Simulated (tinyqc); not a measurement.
Orbital energy against energy difference: ionisation energy by orbital energies and by energy differences in the 6-31g basis, for HF, spin multiplicity 1. Computed by the program tinyqc with PySCF. 

Geometry (angstrom):
```
atom,x,y,z
F,0.0000,0.0000,0.0000
H,0.0000,0.0000,0.9070
```

CCSD(T) difference in the same basis = 15.3506 eV

IP-EOM-CCSD = 15.0388 eV

The cation is unrestricted; errors are against CCSD(T) in this basis, not against experiment.

First vertical ionisation energy (eV):
```
method,-e(HOMO),E(cation) - E,error of -e(HOMO),error of the difference
HF,17.1950,14.297556,1.8444,-1.0530
LDA,8.3177,16.167816,-7.0329,0.8172
PBE,8.2182,15.778205,-7.1324,0.4276
B3LYP,10.3049,15.845816,-5.0457,0.4952
PBE0,10.7494,15.725838,-4.6012,0.3752
CAM-B3LYP,12.2538,15.830723,-3.0968,0.4801
LC-wPBE,13.5755,15.890156,-1.7751,0.5396
```

Koopmans errs by +1.84 eV and Delta-HF by -1.05 eV: relaxation, 2.90 eV, lowers the value and the missing correlation difference works against it. The PBE level is off by -7.1 eV through the wrong tail of its potential, though its energy difference is off by +0.43 eV; exact exchange deepens the level, and among the orbital energies LC-wPBE comes closest; among the differences PBE0 does.
